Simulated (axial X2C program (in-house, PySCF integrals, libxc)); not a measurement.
# Working with the constants of LiO⁺

A bond curve at the CCSD(T) level, two-component, was computed with an axial X2C code built on PySCF integrals (basis O dyall-av3z [7s6p3d2f], Li dyall-cv3z [7s8p2d] (cores contracted in-house)) for the state Ω = 1 (⟨Sz⟩ = 1.00, ⟨Lz⟩ = 0.00 at HF). Its fit gives Re = 2.1032 Å, ωe = 349.4 cm⁻¹, ωexe = 9.3 cm⁻¹ and αe = 2.658e-02 cm⁻¹; the masses are 15.9949 and 7.0160 u. Two-component means X2C with spin–orbit coupling and atomic mean-field Coulomb and Gaunt terms.

Correlated methods: 6 electrons correlated (number of frozen shells: O 1 s; Li 1 s), 172 virtual spin orbitals or spinors in MP2, 60 natural virtuals in coupled cluster.

Question: Find the reduced mass, Be and the force constant.

Answer: From the CCSD(T) values: μ = 4.8768 u. Be = 16.8576/(μ Re²) = 0.7814 cm⁻¹. k = 5.8918×10⁻⁷ μ ωe² = 0.351 mdyn/Å.

Question: Estimate De from a Morse curve and compare with the computed well depth of 0.474 eV to O + Li+.

Answer: De(Morse) = ωe²/(4ωexe) = 0.407 eV against 0.474 eV computed, a ratio of 0.86. For De the Morse form works well here.

Question: Estimate the centrifugal constant by the Kratzer relation.

Answer: D = 4Be³/ωe² = 1.56e-05 cm⁻¹.

Question: Where do the fundamental and the first overtone lie?

Answer: ν(1←0) = ωe − 2ωexe = 330.8 cm⁻¹; ν(2←0) = 2ωe − 6ωexe = 643.0 cm⁻¹.

Question: A Morse curve ties αe to the other constants (Pekeris). How well does that hold?

Answer: αe(Morse) = 6Be²/ωe × (√(ωexe/Be) − 1) = 2.569e-02 cm⁻¹; the CCSD(T) curve gives 2.658e-02 cm⁻¹, a ratio of 0.97.

Occupations by symmetry block were frozen at the best pattern of an incomplete PBE0 search. De is counted from the lowest determinant-based energies of the atoms at the same level, without counterpoise correction. Coupled cluster ran in a truncated set of natural virtual spinors; the MP2 energy of the rest was added. (T) has no such correction and the atoms are truncated less, which lowers De at CCSD(T) by a hundredth of an eV or more. With several unpaired electrons one determinant need not be a pure state. Open-shell Ω = 0 determinants with evenly filled partner blocks cannot be reached by this program, so the Ω shown need not be the lowest component. This is the Ω = 1 component of a π² triplet; the 0⁺ component is not one determinant and can lie lowest.
